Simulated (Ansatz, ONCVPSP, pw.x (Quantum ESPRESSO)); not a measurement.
B (Z = 5) (sc): variants of one ONCV potential in the solid

B (Z = 5), optimised norm-conserving Vanderbilt (ONCV), made with ONCVPSP 4.0.1.1 (patched build) (PBEsol, scalar-relativistic). Core [He], reference 2s2 2p1. Waves: 2s: rc 1.40 bohr, ncon 4, nbas 8, qcut 5.2 1/bohr, 1 projector; 2p: rc 3.00 bohr, ncon 3, nbas 6, qcut 5.2 1/bohr, 2 projectors, debl 0.9 Ha; d scattering state at 0.35 Ha: rc 2.95 bohr, ncon 4, nbas 9, qcut 3.1 1/bohr, 2 projectors, debl 3.6 Ha. Local part: polynomial inside 1.00 bohr (lpopt 5, dvloc0 0 Ha). Core correction: Teter function, fcfact 3.25, rcfact 1.3.

Crystal test: sc B in pw.x 7.5, no spin, 17³ k-points, Fermi–Dirac smearing 0.01 Ry, cutoffs set for each file from its atomic test. The reference is all-electron LAPW (Ansatz 0.2.0) with the same functional, mesh and smearing; V0 and B0 come from Birch–Murnaghan fits to the pressures at five volumes. Errors are pseudo minus all-electron; Δ is the rms difference of the E(V) curves that follow from these fits, minima aligned, over ±6 % about the mean V0. Mesh and smearing are coarse, so the numbers serve the comparison and aren't converged zero-temperature values; the lattice is a test structure that the element need not adopt.

All-electron: a0 = 1.878 Å (V0 = 6.62 Å³/atom), B0 = 241.4 GPa.

Base: The largest radius (3.00 bohr) exceeds half the bond length (1.78 bohr), so the spheres overlap, which is one possible source of error among others. This is a poor potential for the solid.

2 further variants are left out: they gave no file fit for a test, a broken result, the same result as the base, or pressures whose basis-set error rivals the error shown.

A dash in a converged row means that the minimum lies outside the volumes sampled.

| change | cutoffs (Ry) | pw.x | mean pressure error (GPa) |
| --- | --- | --- | --- |
| base | 55/220 | converged | -34.15 |
| all radii but the core radius scaled by about 0.93 (s 1.30, p 2.80, d 2.76 bohr); local potential polynomial inside 0.94 bohr (lpopt 5, dvloc0 0 Ha) | 65/260 | converged | -22.14 |
| all radii but the core radius scaled by about 1.03 (s 1.44, p 3.10, d 3.04 bohr); local potential polynomial inside 1.04 bohr (lpopt 5, dvloc0 0 Ha) | 50/200 | converged | -41.32 |

(1) Give the row for: all radii but the core radius scaled by about 1.32 (s 1.84, p 3.96, d 3.88 bohr); local potential polynomial inside 1.32 bohr (lpopt 5, dvloc0 0 Ha).

Results:

(1) pw.x: converged; mean pressure error (GPa): -48.39.
